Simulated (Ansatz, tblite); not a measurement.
# GaCl2F: charged states by level of theory

One table from this session's results is given with a row withheld; the runs are named, their logs left out.

Program: Ansatz 0.2.0, Gaussian basis. Level of theory: as each input shows. These are calculated values, not measurements.

The runs, in order: charge +1 doublet, at the geometry of the singlet (PBE0-D4/def2-TZVP, PBE-D4/def2-TZVP, r2SCAN-D4/def2-TZVP, LC-ωPBE(0.10)/def2-TZVP, LC-ωPBE(0.15)/def2-TZVP, LC-ωPBE(0.20)/def2-TZVP, LC-ωPBE(0.30)/def2-TZVP, CCSD(T)/def2-TZVPP); charge -1 doublet, at the geometry of the singlet (PBE0-D4/def2-TZVPD, PBE-D4/def2-TZVPD, r2SCAN-D4/def2-TZVPD, LC-ωPBE(0.10)/def2-TZVP, LC-ωPBE(0.15)/def2-TZVP, LC-ωPBE(0.20)/def2-TZVP, LC-ωPBE(0.30)/def2-TZVP); the starting singlet's energies come from earlier runs.

## The geometry

The singlet was relaxed beforehand with r2SCAN-D4/def2-SVP.

4 atoms, charge 0, spin multiplicity 1.

Atoms are counted from 1 here; the program's logs count them from 0.

Bond lengths: Ga1–Cl2 2.114 Å, Ga1–Cl3 2.114 Å, Ga1–F4 1.736 Å. Angles: Cl2–Ga1–Cl3 123.1°, Cl2–Ga1–F4 118.5°, Cl3–Ga1–F4 118.5°.

Geometry (Å):

```csv
atom,x (Å),y (Å),z (Å)
Ga1,-0.0357,-0.0599,-0.0004
Cl2,2.0765,-0.1455,0.0145
Cl3,-1.1166,1.7568,-0.0155
F4,-0.9242,-1.5514,0.0013
```

Set-up of the first run:

File in.yaml:

```yaml
crystal:
  periodic: [false, false, false]
  atoms:
    - {symbol: Ga, position_ang: [-0.035702, -0.059937, -0.000356]}
    - {symbol: Cl, position_ang: [2.076529, -0.145464, 0.014521]}
    - {symbol: Cl, position_ang: [-1.116604, 1.756794, -0.015470]}
    - {symbol: F, position_ang: [-0.924224, -1.551393, 0.001315]}
basis:
  gaussian: {orbitals: def2-SVP}
total_charge: 1
magnetization: {spin_polarized: true, initial_magnetization: 1}
hamiltonian: {xc: pbe0, dispersion: d4}
output: {orbitals: {seedname: orbitals}}
```

Launch:

```sh
$ ansatz run in.yaml --threads 4 --pin off --events-out ev --progress --plain --max-ram 3916MiB
```

Steps of the session up to this table: Charge +1 doublet at the fixed geometry, first pass, PBE0-D4/def2-SVP; Charge +1 doublet at the fixed geometry, PBE0-D4/def2-TZVP; Charge +1 doublet at the fixed geometry, PBE-D4/def2-TZVP; Charge +1 doublet at the fixed geometry, r2SCAN-D4/def2-TZVP; Charge +1 doublet at the fixed geometry, LC-ωPBE(0.10)/def2-TZVP; Charge +1 doublet at the fixed geometry, LC-ωPBE(0.15)/def2-TZVP; Charge +1 doublet at the fixed geometry, LC-ωPBE(0.20)/def2-TZVP; Charge +1 doublet at the fixed geometry, LC-ωPBE(0.30)/def2-TZVP; Charge +1 doublet at the fixed geometry, CCSD(T)/def2-TZVPP.

One of the session's tables, all rows but one given; the rest of the session is left out.

It belongs to the step «Vertical ionisation energy». 

```
             method  vertical ionisation energy (eV)
      HF/def2-TZVPP                            11.48
   PBE-D4/def2-TZVP                            11.45
r2SCAN-D4/def2-TZVP                                ?
  PBE0-D4/def2-TZVP                            11.97
     MP2/def2-TZVPP                            12.54
    CCSD/def2-TZVPP                            12.33
 CCSD(T)/def2-TZVPP                            12.33
```

Q: Estimate the row for r2SCAN-D4/def2-TZVP from the others.

The run gave: vertical ionisation energy (eV): 11.73. In the column «vertical ionisation energy (eV)» it lies between HF/def2-TZVPP (11.48) and PBE0-D4/def2-TZVP (11.97).

To keep in mind: The anion's highest level is positive in at least one run, so there the basis alone may hold the extra electron.
